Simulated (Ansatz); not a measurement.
## Ansatz (development build ahead of 0.2.0) run

```yaml
crystal:
  periodic: [false, false, false]
  atoms:
    - { symbol: C, position_ang: [0.0, 0.0, 0.0] }
    - { symbol: O, position_ang: [0.0, 0.0, 1.4495] }
basis:
  gaussian: { orbitals: "6-31G" }
total_charge: 1
magnetization:
  spin_polarized: true
  initial_magnetization: 1
hamiltonian:
  xc: hf
scf:
  omitted_lower_state_checks: [stability, starts, atomic_configurations, cluster_reference, orbital_swaps, given_window_search, neighbouring_geometries, increment]
output:
  forces: true
```

The input is written out in the form of the current development build from the run's settings.

Output:

```json
{"Converged": "yes", "Total energy": "-112.07313 hartree", "Spin squared of the determinant": "1.554"}
```

Forces (eV/Å):
| atom | Fx | Fy | Fz |
| --- | --- | --- | --- |
| C1 | 0.000 | 0.000 | 3.376 |
| O2 | 0.000 | 0.000 | -3.376 |

This is not the lowest solution: another run reaches a determinant 0.89 eV lower. Caution: the unrestricted determinant is a mixture of spin states.
